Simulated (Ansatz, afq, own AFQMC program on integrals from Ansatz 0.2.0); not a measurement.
## Where AFQMC and coupled cluster stand for SiH2, triplet

```json
{"atom": "H", "x (Å)": "0.0000", "y (Å)": "0.0000", "z (Å)": "-1.0840"}
{"atom": "H", "x (Å)": "0.0000", "y (Å)": "0.0000", "z (Å)": "-0.3390"}
{"atom": "Si", "x (Å)": "0.0000", "y (Å)": "0.0000", "z (Å)": "1.4230"}
```

Basis cc-pVTZ. Noble-gas cores (and the filled d shells of Ga–Kr and In–Xe) are frozen. AFQMC by an in-house program on the Cholesky factors that Ansatz 0.2.0 writes for its CCSD(T) run. ph-AFQMC/CISD is guided by a CISD state made of CCSD amplitudes; releasing the constraint for a short imaginary time cuts its bias at the price of noise, slowly where states lie close. Error bars are statistical, one sigma.

Determinant: UHF, the one that the program's search chose, which needn't be the lowest solution. The geometry is a point of a scan.

No full CI on the walks' own integrals is used here; CCSDT(Q) serves as the reference and is uncertain by about the last step of the cluster series.

Cautions: lower spins were not checked.

The T1 diagnostic is 0.0202 and the weight of the determinant in the CISD state is 0.912. The ⟨S²⟩ of the determinant is 2.028 and the size of the correlated space is 6 electrons in 57 orbitals.

| level | correlation energy (eV) |
| --- | --- |
| MP2 | -2.6048 |
| CCSD | -3.2927 |
| CCSD(T) | -3.3931 |

Estimate where AFQMC with the constraint released lies against CCSD(T) on the same integrals.

0.65 ± 0.03 kcal/mol below CCSD(T).

Reference: CCSDT(Q), correlation energy -3.421 eV. The released energy is read at 2.40 1/Eh (meV from the phaseless value at times in 1/Eh: -3.3 ± 1.5 at 0.24, -2.0 ± 2.3 at 0.51, -5.4 ± 1.1 at 0.99, -6.9 ± 1.1 at 1.62, -7.1 ± 1.4 at 2.40).

```csv
level,E − E(reference) (kcal/mol),share of correlation (%)
CCSD(T),0.65,99.17
CCSDT,0.07,99.91
ph-AFQMC/HF,1.08 ± 0.45,98.63
ph-AFQMC/CISD,0.17 ± 0.05,99.78
released AFQMC,0.01 ± 0.03,99.99
```

A walk keeps the symmetry of its determinant, which the program's search chose and which needn't be the lowest solution, so a lower state of the same spin and another symmetry isn't excluded. Released energies are given only where the last usable release times agree within the noise; a slower fall can still hide under it.
